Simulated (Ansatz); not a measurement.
# PNH (doublet): wave-function methods side by side, 6-31G

Aim: climb from Hartree-Fock through coupled cluster and multireference methods for PNH (doublet) at one geometry and basis, and see what each rung misses.

Computed with Ansatz 0.2.0, Gaussian basis. Level: 6-31G, core rule «outside noble gas», up to 6 orbitals frozen.

The runs, in order: UHF; CCSD(T) on ROHF; CCSD(T) on UHF; BCCD(T) on ROHF; CISD; CCSDT(Q) on ROHF; CCSDT(Q) on UHF; CISDTQ; CCSDTQ on ROHF; CCSDTQ on UHF; CASSCF and MRCISD+Q, 11 electrons in 9 orbitals; CASSCF and NEVPT2, 11 electrons in 9 orbitals; Full CI.

5 further runs of the same task are left out: 5 set aside as unsound or not needed.

**1. What is computed**

The geometry is a PBE0/def2-TZVP stationary point (not a proven minimum).

3 atoms, charge 0, spin multiplicity 2.

Atoms are counted from 1 here; the program's logs count them from 0.

Bond lengths: N1–P2 1.539 Å, N1–H3 1.016 Å. Angles: P2–N1–H3 124.7°.

Geometry (Å):

```xyz
3
charge 0, multiplicity 2
N     0.00000   -0.11790    1.01723
P     0.00000    0.03193   -0.51450
H     0.00000    0.65712    1.67476
```

**2. UHF**

The input, in.yaml:

```yaml
crystal:
  periodic: [false, false, false]
  atoms:
    - {symbol: N, position_ang: [0.000000, -0.117899, 1.017231]}
    - {symbol: P, position_ang: [0.000000, 0.031932, -0.514503]}
    - {symbol: H, position_ang: [0.000000, 0.657116, 1.674759]}
basis:
  gaussian: {orbitals: 6-31G}
magnetization: {spin_polarized: true, initial_magnetization: 1}
hamiltonian: {xc: hf}
output: {orbitals: {seedname: orbitals}}
```

Started as:

```console
$ ansatz run in.yaml --threads 1 --pin off --events-out ev --progress --plain --max-ram 2816MiB --backend cpu
```

The runs that follow: CCSD(T) on ROHF; CCSD(T) on UHF; BCCD(T) on ROHF; CISD; CCSDT(Q) on ROHF; CCSDT(Q) on UHF; CISDTQ; CCSDTQ on ROHF; CCSDTQ on UHF; CASSCF and MRCISD+Q, 11 electrons in 9 orbitals; CASSCF and NEVPT2, 11 electrons in 9 orbitals; Full CI.

Q: Predict the results of all the runs planned. Wanted: FCI below the RHF energy; RMP2 from FCI; UMP2 from FCI; RCCSD from FCI; RCCSD(T) from FCI; UCCSD(T) from FCI; RCCSDT(Q) from FCI; UCCSDT(Q) from FCI; NEVPT2 valence from FCI.

The runs gave:

```
                         quantity                                                                                       value
         FCI below the RHF energy                                                                                  -5.1777 eV
                    RMP2 from FCI                                                                              +9.22 kcal/mol
                    UMP2 from FCI                                                                             +17.64 kcal/mol
                   RCCSD from FCI                                                                              +4.87 kcal/mol
                RCCSD(T) from FCI                                                                              +1.00 kcal/mol
                UCCSD(T) from FCI                                                                              +1.23 kcal/mol
               RCCSDT(Q) from FCI                                                                              -0.02 kcal/mol
               UCCSDT(Q) from FCI                                                                              -0.06 kcal/mol
          NEVPT2 valence from FCI                                                                             +10.35 kcal/mol
        MRCISD+Q valence from FCI                                                                              +0.59 kcal/mol
levels within 1 kcal/mol (43 meV)  RCCSD(T), RCCSDT, UCCSDT, CISDTQ, RCCSDT(Q), UCCSDT(Q), RCCSDTQ, UCCSDTQ, MRCISD+Q valence
                    T1 diagnostic                                                                                       0.029
   effectively unpaired electrons                                                                                        1.11
```

In words: RCCSD(T) lands +1.00 kcal/mol from the yardstick (0.8 % of the correlation energy). UCCSDT(Q) falls below full CI: unrestricted runs freeze a spin-polarised core, another one than full CI's, and coupled cluster isn't variational. One determinant dominates. Of the multireference levels listed MRCISD+Q valence comes nearest in total energy (+0.59 kcal/mol), which doesn't show that its space is the better one. Coupled cluster took another determinant than the lowest Hartree-Fock one. These misses are within one basis, not against nature; the frozen cores of restricted and unrestricted runs differ, which can shift their rows.
